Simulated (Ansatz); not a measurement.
# CHClFN: basis-set convergence

One table from this session's results is given with a row withheld; the runs are named, their logs left out.

Method: one geometry, several basis sets; program: Ansatz 0.2.0, Gaussian basis.

The runs, in order: PBE0-D4/def2-SVP; ωB97M-V/def2-SVP; PBE0-D4/def2-QZVPP; ωB97M-V/def2-QZVPP; the functionals' def2-TZVPP values are taken from earlier runs.

## The geometry

All runs share one geometry, relaxed beforehand with PBE0-D4 in a triple-zeta def2 set.

SMILES `N=C(F)Cl`, 5 atoms, charge 0, spin multiplicity 1.

Atoms are counted from 1 here; the program's logs count them from 0.

Bond lengths: N1–C2 1.237 Å, N1–H5 1.013 Å, C2–F3 1.314 Å, C2–Cl4 1.729 Å. Angles: C2–N1–H5 112.7°, N1–C2–F3 121.4°, N1–C2–Cl4 128.7°, F3–C2–Cl4 110.0°.

The first run:

File in.yaml:

```yaml
crystal:
  periodic: [false, false, false]
  atoms:
    - {symbol: N, position_ang: [0.321103, 0.940468, 0.274413]}
    - {symbol: C, position_ang: [0.137869, -0.274598, 0.128466]}
    - {symbol: F, position_ang: [0.810342, -1.157366, 0.832102]}
    - {symbol: Cl, position_ang: [-0.953469, -1.081683, -0.943190]}
    - {symbol: H, position_ang: [-0.266045, 1.499578, -0.333292]}
basis:
  gaussian: {orbitals: def2-SVP}
hamiltonian: {xc: pbe0, dispersion: d4}
output: {orbitals: {seedname: orbitals}}
```

Command:

```sh
$ ansatz run in.yaml --threads 2 --pin off --events-out ev --progress --plain --max-ram 4352MiB
```

Among the steps run: PBE0-D4 in def2-SVP; ωB97M-V in def2-SVP; PBE0-D4 in def2-QZVPP; ωB97M-V in def2-QZVPP.

One of the session's tables, all rows but one given; the rest of the session is left out.

It belongs to the step «Functionals by basis». 

```
functional       basis  HOMO (eV)  LUMO (eV)
   PBE0-D4    def2-SVP      -8.84      -0.12
   PBE0-D4  def2-TZVPP      -9.04      -0.44
   PBE0-D4  def2-QZVPP      -9.08      -0.55
   ωB97M-V    def2-SVP     -11.15       2.32
   ωB97M-V  def2-TZVPP          ?          ?
   ωB97M-V  def2-QZVPP     -11.43       1.78
```

Q: Estimate the row for ωB97M-V, def2-TZVPP from the others.

As computed: HOMO (eV): -11.38; LUMO (eV): 1.93. In the column «HOMO (eV)» it lies between ωB97M-V, def2-QZVPP (-11.43) and ωB97M-V, def2-SVP (-11.15).
